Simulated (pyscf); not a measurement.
Thermochemistry of product channels of `[O]=[Zr]([F])[F]` + `[H]` [doublet] on the doublet surface, in kJ/mol, from ωB97M-D3(BJ)/def2-TZVP energies (ideal gas, 1 atm, RRHO with modes under 100 cm⁻¹ raised to 100, one conformer, R ln 2 for rigid chiral ones). PySCF, gas phase, ωB97X-D3(BJ)/def2-SVP geometries.

```json
[
 {"products": "`[O]=[ZrH]` [doublet] + `[F][F]`", "ΔE": "___", "ΔH(298 K)": "+807.9", "ΔG(298 K)": "+798.1", "ΔG(600 K)": "+790.0"},
 {"products": "`[O][ZrH]([F])[F]` [doublet]", "ΔE": "___", "ΔH(298 K)": "-53.6", "ΔG(298 K)": "-23.4", "ΔG(600 K)": "+8.0"}
]
```

Task: Fill in the missing entries.

Result: 
- `[O]=[ZrH]` [doublet] + `[F][F]`, ΔE: +801.7
- `[O][ZrH]([F])[F]` [doublet], ΔE: -63.8

The channel to [O–ZrH(F)–F]• turns unfavourable between 298 and 1200 K (ΔG from -23.4 kJ/mol to +71.3 kJ/mol).

These are energies of the channels, which say nothing of barriers. [O–ZrH(F)–F]• lies 225.0 kJ/mol over its isomer [HO–Zr(F)–F]•, and others may lie lower still (electronic energy, ωB97M-D3(BJ)). Open-shell species with a d-block atom are single-reference here; other states, and whether the spin sits on metal or ligand, were not checked. Elements past Kr carry the def2 core potentials, without spin-orbit coupling.
